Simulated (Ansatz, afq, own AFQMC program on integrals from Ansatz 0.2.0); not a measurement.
Integrals from Ansatz 0.2.0, then the random walk in our own AFQMC program (afq).

```yaml
crystal:
  periodic: [false, false, false]
  atoms:
    - {symbol: Ge, position_ang: [0.000000, 0.000000, 0.541431]}
    - {symbol: Al, position_ang: [0.000000, 0.000000, -1.564569]}
    - {symbol: H, position_ang: [0.000000, -1.261304, 1.431093]}
    - {symbol: H, position_ang: [0.000000, 1.261304, 1.431093]}
basis:
  gaussian: {orbitals: cc-pVDZ}
magnetization: {spin_polarized: true, initial_magnetization: 3}
correlation: {method: ccsd_t, electrons: outside_noble_gas, hamiltonian_folder: ham}
```

```sh
$ ansatz run in.yaml --threads 1 --pin off --events-out ev --progress --plain --max-ram 1382MiB
```

Options of the walk:

```
--method phaseless --trial cisd --walkers 60 --populations 1 --least-time 40 --time-step 0.005 --steps-per-block 50 --equilibration-blocks 28 --max-blocks 300 --target-error 0.00036 --factor-cut 1e-05 --start spin_pure --seed 9837 --release-times 0.24,0.51,0.99,1.62,2.4 --release-step 0.03 --release-every 4 --taylor-order 6
```

Times are imaginary, in 1/Eh. The walk had a cap of 1002 s. Filled inner d shells are frozen with the cores.

Output of the walk:

```
orbitals 36  electrons 6 3  factors 288 of 594
reference energy -2318.31024547 Eh
CCSD correlation -0.14002897 Eh in 12 cycles, weight of the determinant in the CISD state 0.8924
energy of the start -2318.450164 Eh
 block  time / (1/Eh)  mean weight  energy / Eh
     1     0.250  0.9987  -2318.448873
     2     0.500  1.0000  -2318.449367
     3     0.750  0.9993  -2318.450211
     4     1.000  0.9986  -2318.451473
     5     1.250  1.0006  -2318.452514
     7     1.750  0.9989  -2318.453683
     9     2.250  0.9997  -2318.452927
    13     3.250  1.0008  -2318.454656
    21     5.250  1.0025  -2318.455525
    29     7.250  0.9987  -2318.454323
    37     9.250  0.9996  -2318.454369
    45    11.250  1.0007  -2318.454726
    53    13.250  1.0010  -2318.457772
    61    15.250  1.0012  -2318.455426
    69    17.250  1.0003  -2318.461129
    77    19.250  1.0007  -2318.456354
    85    21.250  1.0007  -2318.456885
    93    23.250  1.0002  -2318.454099
   101    25.250  1.0005  -2318.453253
   109    27.250  0.9980  -2318.457345
   117    29.250  1.0014  -2318.458840
   125    31.250  1.0005  -2318.457250
   133    33.250  0.9990  -2318.456331
   141    35.250  1.0018  -2318.457192
   149    37.250  0.9993  -2318.455256
   157    39.250  0.9997  -2318.454986
   165    41.250  1.0003  -2318.455608
   173    43.250  1.0009  -2318.453866
   181    45.250  0.9993  -2318.455065
   185    46.250  0.9986  -2318.455895
blocks merged  error / Eh  count
     1  0.000160  160
     2  0.000203  80
     4  0.000254  40
     8  0.000288  20
    16  0.000395  10
released: time / (1/Eh)  energy / Eh  error  mean overlap
  0.24  -2318.456157  0.000291  1.0079
  0.51  -2318.456095  0.000317  1.0036
  0.99  -2318.456241  0.000268  0.9995
  1.62  -2318.456335  0.000273  0.9830
  2.40  -2318.456205  0.000319  0.9689
energy -2318.456252 +/- 0.000288 Eh
(rows thinned)
```

The run passed its tests (sampling time, drift between the halves within three errors, error under three times the target), which doesn't prove that it has relaxed.

Against this walk (error 7.8 meV) on the same determinant: CCSD(T) 46.4 meV higher, CCSDT(Q) 9.9 meV higher (within the noise). The error is statistical and leaves out the bias of the constraint. Released to 2.40 1/Eh the energy moves by 1 ± 12 meV (both errors), within twice the noise.

Cautions: constraint bias not in the error; no relativity below Rb; no spin-orbit coupling; inner d shell frozen; lower spins were not checked.

The walk took 2.1 min on 1 thread of Intel(R) Xeon(R) 6975P-C (Granite Rapids), with other jobs on the host. The log's last line is the phaseless energy.

CCSDT and higher add their correlation energy to the determinant of the CCSD(T) run, since their own runs factorise the integrals more tightly (a shift of under 2 meV). A walk keeps the symmetry of its determinant, which the program's search chose and which needn't be the lowest solution, so a lower state of the same spin and another symmetry isn't excluded.
